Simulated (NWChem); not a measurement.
Molecule: propene (C3H6); SMILES C=CC

Program: NWChem. Structure relaxed at the PBE-D3(BJ)/def2-SVP level. Level: PBE/def2-SVP with COSMO at NWChem's default radii, gas-phase geometry; rows give the dielectric constant.

```csv
dielectric constant,electrostatic solvation energy (kcal/mol),dipole in solution (D)
2.4,-0.7,0.53
20.7,-1.2,0.60
25.0,-1.2,0.60
37.5,-1.3,0.61
46.7,-1.3,0.61
```
